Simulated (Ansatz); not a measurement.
# SiPH₂+ (singlet): wave-function methods side by side, cc-pVTZ

The task here is to estimate one member of a computed series from the others.

Computed with Ansatz 0.2.0, Gaussian basis. Level: cc-pVTZ, core rule «outside noble gas», up to 10 orbitals frozen.

Plan: UHF; CCSD(T) on RHF; CCSD(T) on UHF; BCCD(T) on RHF; CCSDT(Q) on RHF; CCSDT(Q) on UHF; CASSCF and MRCISD+Q, 10 electrons in 10 orbitals; CASSCF and NEVPT2, 10 electrons in 10 orbitals.

9 further runs of the same task are left out: 4 for a known fault of the program, 5 set aside as unsound or not needed.

## What is computed

The geometry is a PBE0/def2-TZVP stationary point (not a proven minimum) of the parent state, kept for this charge and spin.

4 atoms, charge 1, spin multiplicity 1.

Atoms are counted from 1 here; the program's logs count them from 0.

Bond lengths: Si1–P2 2.059 Å, Si1–H3 1.485 Å, Si1–H4 1.485 Å. Angles: P2–Si1–H3 124.2°, P2–Si1–H4 124.2°, H3–Si1–H4 111.6°.

Coordinates:

| atom | x (Å) | y (Å) | z (Å) |
| --- | --- | --- | --- |
| Si1 | 0.0000 | 0.0000 | 1.0167 |
| P2 | 0.0000 | 0.0000 | -1.0424 |
| H3 | 0.0000 | 1.2280 | 1.8518 |
| H4 | 0.0000 | -1.2280 | 1.8518 |

Set-up of the first run:

in.yaml

```yaml
crystal:
  periodic: [false, false, false]
  atoms:
    - {symbol: Si, position_ang: [0.000000, 0.000000, 1.016675]}
    - {symbol: P, position_ang: [0.000000, 0.000000, -1.042393]}
    - {symbol: H, position_ang: [0.000000, 1.227985, 1.851803]}
    - {symbol: H, position_ang: [0.000000, -1.227985, 1.851803]}
basis:
  gaussian: {orbitals: cc-pVTZ}
total_charge: 1
magnetization: {spin_polarized: true, initial_magnetization: 0}
hamiltonian: {xc: hf}
output: {orbitals: {seedname: orbitals}}
```

The run is started by

```
> ansatz run in.yaml --threads 1 --pin off --events-out ev --progress --plain --max-ram 2560MiB --backend cpu
```

Steps of the session up to this table: UHF; CCSD(T) on RHF; CCSD(T) on UHF; BCCD(T) on RHF; CCSDT(Q) on RHF; CCSDT(Q) on UHF; CASSCF and MRCISD+Q, 10 electrons in 10 orbitals; CASSCF and NEVPT2, 10 electrons in 10 orbitals.

One of the session's tables, all rows but one given; the rest of the session is left out.

| method | from RCCSDT(Q) (kJ/mol) |
| --- | --- |
| RHF | +709.6 |
| UHF | +643.1 |
| RMP2 | +149.8 |
| UMP2 | +140.0 |
| RCCSD | +38.4 |
| UCCSD | +28.0 |
| RCCSD(T) | +7.5 |
| UCCSD(T) | +0.7 |
| BCCD(T) | +7.4 |
| RCCSDT | ? |
| UCCSDT | -9.6 |
| RCCSDT(Q) | 0 |
| UCCSDT(Q) | -13.9 |
| CASSCF valence | +469.4 |
| NEVPT2 valence | +131.0 |
| MRCISD valence | +46.1 |
| MRCISD+Q valence | +9.6 |

Q: Estimate the row for RCCSDT from the others.

**Answer.** from RCCSDT(Q) (kJ/mol): +2.6. In the column «from RCCSDT(Q) (kJ/mol)» it lies between UCCSD(T) (+0.7) and BCCD(T) (+7.4).

To keep in mind: The determinant is far from a pure spin state, so its energy mixes those of several spin states (harmless only where they are near-degenerate, as at dissociation). The program flags UCCSD(T), UCCSDT(Q) as in doubt, so those rows may rest on another solution; read them beside their warnings. Warnings: restricted reference is unstable; spin contamination; large T1 diagnostic. Restricted and unrestricted rows rest on different reference determinants; where their highest levels disagree by more than a few hundredths of an eV, they describe different states and don't form one ladder.
